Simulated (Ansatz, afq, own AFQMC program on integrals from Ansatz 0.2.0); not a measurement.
AFQMC on a folder of integrals that Ansatz 0.2.0 wrote.

```yaml
crystal:
  periodic: [false, false, false]
  atoms:
    - {symbol: O, position_ang: [-1.761735, 0.017219, 0.000000]}
    - {symbol: H, position_ang: [-2.011044, 0.943795, 0.000000]}
    - {symbol: H, position_ang: [-0.702735, 0.017219, 0.000000]}
    - {symbol: Si, position_ang: [0.986265, 0.017219, 0.000000]}
    - {symbol: H, position_ang: [1.598446, -0.857065, 1.090012]}
    - {symbol: H, position_ang: [1.598446, -0.857065, -1.090012]}
basis:
  gaussian: {orbitals: cc-pVTZ}
magnetization: {spin_polarized: false}
correlation: {method: ccsd_t, electrons: outside_noble_gas, hamiltonian_folder: ham}
```

```sh
$ ansatz run in.yaml --threads 1 --pin off --events-out ev --progress --plain --max-ram 24576MiB --backend cuda --devices 0, --max-vram 18GiB
```

Options of the walk:

```
--method phaseless --trial cisd --walkers 1400 --populations 20 --least-time 60 --time-step 0.005 --steps-per-block 50 --equilibration-blocks 28 --max-blocks 4000 --target-error 0.00022 --factor-cut 1e-05 --seed 8078 --release-times 0.24,0.51,0.99,1.62,2.4 --release-step 0.03 --release-every 3 --taylor-order 6
```

Times are imaginary, in 1/Eh. The walk had a cap of 240 s. With eight or more populations the least sampling time is a fifth of least-time, and the error comes from their spread.

afq prints:

```
orbitals 114  electrons 7 7  factors 696 of 700
reference energy -366.03611074 Eh
CCSD correlation -0.41952167 Eh in 15 cycles, weight of the determinant in the CISD state 0.8481
energy of the start -366.455632 Eh
 block  time / (1/Eh)  mean weight  energy / Eh
     1     0.250  0.9996  -366.450652
     2     0.500  0.9995  -366.456468
     3     0.750  1.0001  -366.460307
     4     1.000  1.0001  -366.463946
     5     1.250  0.9985  -366.464651
     7     1.750  1.0001  -366.469639
     9     2.250  1.0001  -366.467037
    13     3.250  1.0005  -366.471656
    19     4.750  0.9998  -366.473621
    25     6.250  1.0003  -366.471921
    31     7.750  0.9997  -366.469633
    37     9.250  1.0006  -366.472816
    43    10.750  0.9995  -366.474680
    49    12.250  0.9995  -366.474099
    55    13.750  1.0002  -366.474549
    58    14.500  1.0013  -366.476014
    61    15.250  0.9997  -366.471170
    67    16.750  0.9999  -366.473443
    73    18.250  0.9993  -366.472959
    79    19.750  1.0008  -366.472113
    85    21.250  1.0004  -366.470312
    91    22.750  1.0006  -366.469813
    97    24.250  1.0005  -366.470348
   103    25.750  0.9994  -366.473075
   109    27.250  1.0002  -366.471597
   115    28.750  1.0002  -366.475206
   118    29.500  0.9996  -366.469268
   121    30.250  0.9997  -366.470945
   127    31.750  0.9994  -366.469876
   133    33.250  1.0001  -366.472733
error from the spread of 20 populations
released: time / (1/Eh)  energy / Eh  error  mean overlap
  0.24  -366.472415  0.000337  0.9983
  0.51  -366.472653  0.000305  0.9963
  0.99  -366.473019  0.000295  0.9832
  1.62  -366.473229  0.000484  0.9698
  2.40  -366.473604  0.000669  0.9544
energy -366.472206 +/- 0.000294 Eh
(rows thinned)
```

The run passed its tests (sampling time, drift between the halves within three errors, error under three times the target), which doesn't prove that it has relaxed, ending at its cap on processor time. The second half of the sampling lies above the first by 2.3 errors of their difference, so the energy may still be moving and its error bar be too small.

Against this walk (error 8.0 meV) on the same determinant: CCSD(T) 36.0 meV higher, CCSDT(Q) 17.5 meV lower. The error is statistical and leaves out the bias of the constraint. The released energies are still falling (meV from the phaseless value at times in 1/Eh: -6 ± 9 at 0.24, -12 ± 8 at 0.51, -22 ± 8 at 0.99, -28 ± 13 at 1.62, -38 ± 18 at 2.40), so they give no level.

Cautions: constraint bias not in the error; error above the target (8.0 against 6.0 meV); higher spins were not checked; restricted determinant unstable towards unrestricted (UHF 207 meV lower, ⟨S²⟩ 0.54).

The walk took 4 min on 1 × NVIDIA H100 80GB HBM3 with 2 threads of AMD EPYC 7R13 Processor (Zen 3) (shared host) (the card was shared). The log's last line is the phaseless energy.

CCSDT and higher add their correlation energy to the determinant of the CCSD(T) run, since their own runs factorise the integrals more tightly (a shift of under 2 meV). A walk keeps the symmetry of its determinant, which the program's search chose and which needn't be the lowest solution, so a lower state of the same spin and another symmetry isn't excluded.
